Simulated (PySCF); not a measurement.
# CH2BF: the cost of one run

Computed with PySCF 2.14.0 and routines of our own; the level stands in each step. Atoms count from 0.

## (1) The starting structure

5 atoms, charge 0, multiplicity 3; geometry from: GFN2-xTB.

## (2) Open-shell or spin-flip excitations: unrestricted TDDFT PBE0/def2-SVPD

The job: settings as JSON, then the geometry in Å.

```
{"job": {"kind": "uabs", "xc": "PBE0", "basis": "def2-SVPD", "nstates": 10, "tda": false}, "charge": 0, "multiplicity": 3}
B     -0.574630    -0.025101     0.016033
C      0.836935    -0.450286    -0.036449
F      1.990743     0.173463    -0.069419
H     -1.427206    -0.820826     0.035692
H     -0.817220     1.125602     0.036959
```

Level: unrestricted TDDFT PBE0/def2-SVPD, vertical, gas phase, core orbitals frozen in the response.

Launch:

```bash
OMP_NUM_THREADS=1 python excited_run.py task.json out
```

One launch serves the whole session: the jobs run in the order shown.

Q: Estimate the wall time and peak memory of this first job on 1 thread of Arm Neoverse V1, shared host.

About 6.3 s, with a peak of 0.32 GiB.
